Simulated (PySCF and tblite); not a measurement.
The numbers below are computed, except where a source is named.
System: C₃H₆N₂, numbered as in [H]/[N:1]=[CH:2]/[CH:3]=[CH:4]\[NH2:5].

Motion: shift of H on N5 from N5 to N1. GFN2-xTB gives an electronic barrier of 5.0 kcal/mol.

Tunnelling of the moving H, left out here, will speed the real process.

BP86/pcSseg-1 + D3(BJ) on B3LYP-D3(BJ)/def2-SVP geometries gives 3.6 kcal/mol and k(298 K) = 3.4×10¹¹ s⁻¹.

Task: What does PBE0/def2-TZVP + D3(BJ) give on B3LYP-D3(BJ)/def2-SVP geometries?

Result: A barrier of 6.3 kcal/mol, 2.7 above the first DFT barrier (from unrounded values) and, with GFN2-xTB thermal terms, ΔG‡(298 K) = 4.4 kcal/mol and k = 3.6×10⁹ s⁻¹ (1 equivalent path).

Programs: tblite and PySCF.
